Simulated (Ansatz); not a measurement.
A made-up structure of AlSiNH$_{3}$ (charge +1), closed shell:

Al1  (-1.181, 0.358, -1.120)
N2  (0.296, -0.088, 0.281)
Si3  (1.508, -0.456, 1.430)
H4  (-1.957, -1.083, -1.745)
H5  (-1.343, 2.082, -1.385)
H6  (2.678, -0.813, 2.540)
(Å)

It is relaxed with PBE-D4/def2-SVP and then PBE0-D4/def2-TZVP (Ansatz 0.2.0). Atoms count as bonded within 1.22 times the sum of their covalent radii (H–H: 0.88 Å). The end point is not checked to be a true minimum.

Problem. Does its bonding change? (Judge from chemistry; the calculation decides.)

Solution. The calculation gives: No: no bond forms or breaks.

Where it ends: The first stage lowers the energy by 1.21 eV in 5 steps. It ends as AlSiNH₃ ([AlH2][N][SiH]), total charge +1:
Al1  (-1.055, 0.320, -1.000)
N2  (0.264, -0.079, 0.251)
Si3  (1.346, -0.408, 1.276)
H4  (-1.748, -0.967, -1.558)
H5  (-1.199, 1.859, -1.236)
H6  (2.391, -0.725, 2.268)
(Å)

Labels in which every atom is bracketed show which atoms are joined, not bond orders.

For scale, one of the runs: PBE0-D4/def2-TZVP relaxation, 123 basis functions, launched by `ansatz run in.yaml --threads 2 --pin off --events-out ev --progress --plain --max-ram 4352MiB`. The run took about 9 s on 2 CPU threads of an Arm Neoverse V2 (shared host).
